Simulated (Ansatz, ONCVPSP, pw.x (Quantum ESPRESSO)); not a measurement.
# From atom to crystal: ONCV potential for W

- Element: tungsten (W)
- Generator: ONCVPSP 4.0.1.1 (patched build)
- Type: optimised norm-conserving Vanderbilt (ONCV)
- Functional: LDA (Perdew-Wang 92)
- Relativity: scalar-relativistic
- Frozen core: [Kr] 4d10 4f14 5s2
- Valence charge: 12
- Reference configuration: 5p6 5d4 6s2
- Partial waves: 6s: rc 2.85 bohr, ncon 4, nbas 8, qcut 2.7 1/bohr, 2 projectors, debl 1.7 Ha; 5p: rc 1.95 bohr, ncon 5, nbas 9, qcut 7.5 1/bohr, 3 projectors, debl 1.3 Ha; 5d: rc 2.10 bohr, ncon 3, nbas 7, qcut 5.9 1/bohr, 3 projectors, debl 1.9 Ha
- Local potential: polynomial inside 1.75 bohr (lpopt 5, dvloc0 6 Ha)
- Core correction: Teter function, fcfact 3, rcfact 1.25

In the p channel the program set the typed energies aside and used -1.594, 0.250, 1.550 Ha.

Crystal test: bcc W in pw.x 7.5, no spin, 15³ k-points, Fermi–Dirac smearing 0.01 Ry, cutoffs 55/220 Ry. The reference is all-electron LAPW (Ansatz 0.2.0) with the same functional, mesh and smearing; V0 and B0 come from Birch–Murnaghan fits to the pressures at five volumes. Errors are pseudo minus all-electron; Δ is the rms difference of the E(V) curves that follow from these fits, minima aligned, over ±6 % about the mean V0. Mesh and smearing are coarse, so the numbers serve the comparison and aren't converged zero-temperature values; the lattice is a test structure that the element need not adopt.

```json
{"V (Å³/atom)": "14.659", "P all-electron (GPa)": "18.54", "P pseudo (GPa)": "16.67"}
{"V (Å³/atom)": "15.044", "P all-electron (GPa)": "8.50", "P pseudo (GPa)": "6.82"}
{"V (Å³/atom)": "15.430", "P all-electron (GPa)": "-0.34", "P pseudo (GPa)": "-1.87"}
{"V (Å³/atom)": "15.816", "P all-electron (GPa)": "-8.12", "P pseudo (GPa)": "-9.51"}
{"V (Å³/atom)": "16.201", "P all-electron (GPa)": "-14.96", "P pseudo (GPa)": "-16.22"}
```

All-electron: a0 = 3.136 Å (V0 = 15.41 Å³/atom), B0 = 332.7 GPa.

Pseudopotential: mean pressure error (GPa): -1.54; a0 (Å): 3.131; a0 error (%): -0.15; B0 error (%): +0.1; Δ (meV/atom): 5.2. The largest radius (2.85 bohr) exceeds half the bond length (2.57 bohr), so the spheres overlap, which is one possible source of error among others.

Q: At the middle volume, how do free energy and pressure move when the wave cutoff is lowered (ecutrho kept at four times it)?

A:

```tsv
cutoff (Ry)	shift of F (meV/atom)	shift of P (GPa)
25	+530.6	-9.25
33	+230.0	-7.33
44	+21.9	-1.92
```

Input at the middle volume:

```
&control
  calculation='scf', prefix='x', pseudo_dir='./', outdir='./tmp', tstress=.true., disk_io='none'
/
&system
  ibrav=0, nat=1, ntyp=1, ecutwfc=55, ecutrho=220, nbnd=14,
  occupations='smearing', smearing='fd', degauss=0.01
/
&electrons
  conv_thr=1e-09, mixing_beta=0.4, electron_maxstep=70
/
ATOMIC_SPECIES
W 1.0 W.UPF
CELL_PARAMETERS angstrom
  -1.56832228 1.56832228 1.56832228
  1.56832228 -1.56832228 1.56832228
  1.56832228 1.56832228 -1.56832228
ATOMIC_POSITIONS crystal
W 0.0000 0.0000 0.0000
K_POINTS automatic
15 15 15 0 0 0
```

```bash
pw.x < W.scf.in > W.scf.out
```

Lines of the output:

```
Message from routine setup:
     using ibrav=0 with symmetry is DISCOURAGED, use correct ibrav instead
     lattice parameter (alat)  =       5.1333  a.u.
     unit-cell volume          =     104.1268 (a.u.)^3
     number of electrons       =        12.00
     number of Kohn-Sham states=           14
     kinetic-energy cutoff     =      55.0000  Ry
     charge density cutoff     =     220.0000  Ry
     scf convergence threshold =      1.0E-09
     Exchange-correlation= SLA  PW   NOGX NOGC
     number of k points=   120  Fermi-Dirac smearing, width (Ry)=  0.0100
     iteration #  1     ecut=    55.00 Ry     beta= 0.40
     total energy              =     -97.50526359 Ry
     estimated scf accuracy    <       0.03250151 Ry
     iteration #  2     ecut=    55.00 Ry     beta= 0.40
     total energy              =     -97.50467351 Ry
     estimated scf accuracy    <       0.00577159 Ry
     iteration #  3     ecut=    55.00 Ry     beta= 0.40
     total energy              =     -97.50525920 Ry
     estimated scf accuracy    <       0.00029500 Ry
     iteration #  4     ecut=    55.00 Ry     beta= 0.40
     total energy              =     -97.50527521 Ry
     estimated scf accuracy    <       0.00000532 Ry
     iteration #  5     ecut=    55.00 Ry     beta= 0.40
     total energy              =     -97.50527629 Ry
     estimated scf accuracy    <       0.00000017 Ry
     iteration #  6     ecut=    55.00 Ry     beta= 0.40
     total energy              =     -97.50527625 Ry
     estimated scf accuracy    <       0.00000008 Ry
     iteration #  7     ecut=    55.00 Ry     beta= 0.40
     total energy              =     -97.50527627 Ry
     estimated scf accuracy    <          1.1E-09 Ry
     iteration #  8     ecut=    55.00 Ry     beta= 0.40
     the Fermi energy is    21.5091 ev
!    total energy              =     -97.50527627 Ry
     estimated scf accuracy    <          7.6E-11 Ry
     smearing contrib. (-TS)   =      -0.00227294 Ry
     The total energy is F=E-TS. E is the sum of the following terms:
     one-electron contribution =       0.62086110 Ry
     hartree contribution      =       8.37638147 Ry
     xc contribution           =     -18.08885289 Ry
     ewald contribution        =     -88.41139300 Ry
     convergence has been achieved in   8 iterations
          total   stress  (Ry/bohr**3)                   (kbar)     P=      -18.69
     Message from routine punch:
     Nothing written, as per user request (disk_io='none')
```

The run at the middle volume (120 k-points, 8 iterations) took about 10 s on one core of a shared host (Intel(R) Xeon(R) Platinum 8488C, 96 threads, 744 GiB, load 42).
